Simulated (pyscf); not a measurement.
Optimised with ωB97X-D3(BJ)/def2-SVP in PySCF.

**Question.** Estimate by transition-state theory (the high-pressure limit) the rate constant of H₃C–CH₂–CH₂–Al(CH₃)–NH₂ → H₃C–CH₂–CH₂–CH₂–AlH–NH₂ (singlet surface; Al–C, C–H broken, Al–H, C–C formed) at 1200 K, with ωB97M-D3(BJ)/def2-TZVP energies (ideal gas, 1 atm, RRHO with modes under 100 cm⁻¹ raised to 100, one conformer, R ln 2 for chiral ones without a mode under 150 cm⁻¹; no tunnelling).

**Answer.** The electronic barrier is 99.0 kcal/mol and the thermal terms add +1.5, so ΔG‡ = 100.5 kcal/mol. With k_BT/h = 2.50e+13 s⁻¹ and RT = 2.385 kcal/mol, k = 1.2e-05 s⁻¹. Wigner's tunnelling factor for 730i cm⁻¹ would be 1.03. A shift of 1 kcal/mol in the barrier changes k by a factor 1.5. The same reactants have a lower exit, to H₃C–Al(CH₃)–NH₂ + H₂C=CH₂ (barrier +45.5 kcal/mol at ωB97M-D3(BJ)/def2-TZVP, against +99.0 kcal/mol here). One saddle was located; it need not be the lowest between these sides.
